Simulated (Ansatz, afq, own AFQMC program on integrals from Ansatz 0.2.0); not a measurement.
## SiH2O, singlet → SiH2O, triplet

| atom | x (Å) | y (Å) | z (Å) |
| --- | --- | --- | --- |
| Si | 0.0000 | 0.0000 | 0.4897 |
| O | 0.0000 | 0.0000 | -1.0261 |
| H | 0.0000 | 1.2309 | 1.3214 |
| H | 0.0000 | -1.2309 | 1.3214 |

Connectivity, by distances: SiH2–O.

E(triplet, charge +0) − E(singlet, charge +0) at this geometry, on RHF and UHF determinants.

Basis cc-pVDZ. Noble-gas cores (and the filled d shells of Ga–Kr and In–Xe) are frozen. AFQMC by an in-house program on the Cholesky factors that Ansatz 0.2.0 writes for its CCSD(T) run. ph-AFQMC/CISD is guided by a CISD state made of CCSD amplitudes; releasing the constraint for a short imaginary time cuts its bias at the price of noise, slowly where states lie close. ± is one standard error of the sampling. The errors of all members are added in quadrature.

No full CI on the walks' own integrals is used here; CCSDT(Q) serves as the reference and is uncertain by about the last step of the cluster series. Each member takes its own surest rung, up to full CI.

The best estimate is CCSD(T) at the basis-set limit (CBS: def2-TZVPP and def2-QZVPP, with their diffuse functions for anions and beside diffuse sets, CCSD(T) itself extrapolated) plus the step from CCSD(T) to CCSDT(Q) in cc-pVDZ. Rows without CBS are in cc-pVDZ, the functionals in def2-TZVP; B2PLYP and the wave-function rows carry a basis error of their own. Core correlation and relativity beyond core potentials are missing, and ± holds the sampling alone.

Cautions: SiH₂O (singlet): raised T1 diagnostic (T1 0.025, weight of the determinant 0.88, largest double 0.09); SiH₂O (triplet): another spin lies lower; core correlation is missing, and it shifts such a gap most where an s electron is promoted.

Best estimate: 94.2 kcal/mol.

```
         level  vertical spin gap (kcal/mol)  error against the best estimate (kcal/mol)
            HF                          60.8                                       -33.4
           MP2                         102.0                                         7.8
          CCSD                          89.3                                        -4.9
       CCSD(T)                          91.8                                        -2.4
         CCSDT                          91.5                                        -2.7
      CCSDT(Q)                          92.0                                        -2.2
 ph-AFQMC/CISD                    92.1 ± 0.5                                  -2.1 ± 0.5
released AFQMC                    91.6 ± 0.9                                  -2.6 ± 0.9
        HF/CBS                          60.5                                       -33.7
       MP2/CBS                         106.6                                        12.4
   CCSD(T)/CBS                          94.0                                        -0.2
           PBE                          85.2                                        -9.0
        r2SCAN                          81.9                                       -12.3
          PBE0                          83.6                                       -10.6
         B3LYP                          87.1                                        -7.0
       wB97M-V                          91.5                                        -2.7
        B2PLYP                          93.6                                        -0.5
```

Correlation beyond CCSD(T) adds 0.2 kcal/mol. Going to the basis-set limit adds 2.2 kcal/mol at CCSD(T). The perturbative (T) step is worth +2.5 kcal/mol.

Best estimates are given only where the step beyond CCSD(T) is under 0.3 eV and no member's determinant is very poor (T1 over 0.05, or 0.07 for open shells, ⟨S²⟩ too high by 0.3, two states mixed), so the hardest cases are missing from such tables.

The functionals ran in a triple-zeta set and keep a basis error of their own, a few kJ/mol for each bond in atomization energies and more for double hybrids, so close places among them and the extrapolated levels can swap.

CCSDT and higher add their correlation energy to the determinant of the CCSD(T) run, since their own runs factorise the integrals more tightly (a shift of under 2 meV). Each member of a difference takes its own highest rung, so a best estimate needn't equal the limit plus the step of one row. A walk keeps the symmetry of its determinant, which the program's search chose and which needn't be the lowest solution, so a lower state of the same spin and another symmetry isn't excluded. Released energies are given only where the last usable release times agree within the noise; a slower fall can still hide under it.
